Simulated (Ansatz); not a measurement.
The inner images of a band of ClH + H5NSi (9 atoms, charge 0, multiplicity 1) are given out of order.

These are results of RKS revPBE-D4/def2-SVP (Ansatz), not measurements.

First end point:

```xyz
9
Properties=species:S:1:pos:R:3
Si -0.122 0.238 0.087
N 0.091 -0.114 1.827
H -0.774 -0.285 2.355
H 0.657 0.566 2.351
H 1.252 0.356 -0.496
H -0.885 1.512 -0.177
H -0.881 -0.918 -0.491
Cl 1.650 -2.737 1.560
H 0.968 -1.588 1.796
```

Last end point:

```xyz
9
Properties=species:S:1:pos:R:3
Si 0.449 -0.161 -0.300
N -0.203 -0.421 2.322
H -1.118 -0.093 2.661
H 0.507 0.057 2.894
H 0.829 -0.026 -1.759
H 0.289 1.239 0.211
H -0.796 -0.995 -0.279
Cl 2.137 -1.153 0.487
H -0.137 -1.416 2.575
```

Problem. Put them in order from the first end to the last, with their energies above the first end.
A.
```xyz
9
Properties=species:S:1:pos:R:3
Si -0.043 0.104 0.121
N 0.084 -0.117 1.920
H -0.815 -0.186 2.415
H 0.659 0.588 2.399
H 1.342 0.259 -0.422
H -0.821 1.363 -0.131
H -0.796 -1.060 -0.441
Cl 1.513 -2.493 1.147
H 0.835 -1.428 1.806
```
B.
```xyz
9
Properties=species:S:1:pos:R:3
Si 0.293 -0.227 -0.023
N -0.015 -0.313 2.145
H -0.981 -0.121 2.445
H 0.590 0.409 2.563
H 1.151 0.166 -1.205
H -0.282 1.163 0.266
H -0.887 -1.056 -0.444
Cl 1.785 -1.767 0.568
H 0.305 -1.225 2.497
```
C.
```xyz
9
Properties=species:S:1:pos:R:3
Si 0.069 -0.082 0.080
N 0.115 -0.179 1.991
H -0.812 -0.198 2.441
H 0.674 0.572 2.422
H 1.396 0.277 -0.495
H -0.734 1.214 0.023
H -0.835 -1.105 -0.519
Cl 1.431 -2.321 0.837
H 0.654 -1.148 2.033
```
D.
```xyz
9
Properties=species:S:1:pos:R:3
Si 0.202 -0.229 0.046
N 0.080 -0.234 2.083
H -0.882 -0.094 2.429
H 0.668 0.511 2.486
H 1.318 0.283 -0.825
H -0.573 1.104 0.182
H -0.875 -1.091 -0.544
Cl 1.551 -2.067 0.586
H 0.468 -1.153 2.371
```
E.
```xyz
9
Properties=species:S:1:pos:R:3
Si 0.361 -0.204 -0.141
N -0.110 -0.389 2.213
H -1.067 -0.171 2.520
H 0.519 0.294 2.659
H 0.942 0.056 -1.514
H 0.070 1.206 0.312
H -0.890 -1.009 -0.349
Cl 1.976 -1.440 0.539
H 0.156 -1.312 2.576
```

Solution. A (+9.8 kJ/mol), C (+30.1 kJ/mol), D (+23.4 kJ/mol), B (+8.8 kJ/mol), E (-20.0 kJ/mol).

The run took 120 s on 1 thread of Arm Neoverse V2, on a shared host, peak memory 0.11 GiB.
